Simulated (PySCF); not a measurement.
Ionisation energies (eV) were calculated with PySCF 2.14 by UHF, MP2 (valence), PBE0, in another order, as differences of total energies without spin-orbit coupling. The measured values are between term centres (NIST).

```csv
species,measured,A,B,C
"Be (def2-TZVPPD, non-relativistic)",9.323,8.970,8.755,8.042
"F (def2-TZVPPD, non-relativistic)",17.427,17.443,17.243,15.660
"P (def2-TZVPPD, non-relativistic)",10.526,10.526,10.481,9.907
"Cl (def2-TZVPPD, non-relativistic)",12.974,12.962,12.731,11.771
"Cl⁺ (def2-TZVPPD, non-relativistic)",23.771,23.842,23.343,22.579
"Cd (def2-TZVPPD with the def2 core potential (28 electrons), ECP)",8.994,8.817,8.714,7.338
"In⁺ (def2-TZVPPD with the def2 core potential (28 electrons), ECP)",18.870,18.726,17.649,17.010
"Ir (def2-TZVPPD with the def2 core potential (60 electrons), ECP)",8.926,8.627,8.504,7.023
```

Q: Which column is which method?

A: A is PBE0 (mean error -0.11 eV); B is MP2 (valence) (mean error -0.42 eV); C is UHF (mean error -1.44 eV). PBE0, with a quarter of exact exchange, lies close to experiment on average. Valence MP2 in a finite basis recovers only part of the missing correlation, so it stays below experiment on average. Hartree-Fock lacks the correlation of the electron removed and comes out lowest.
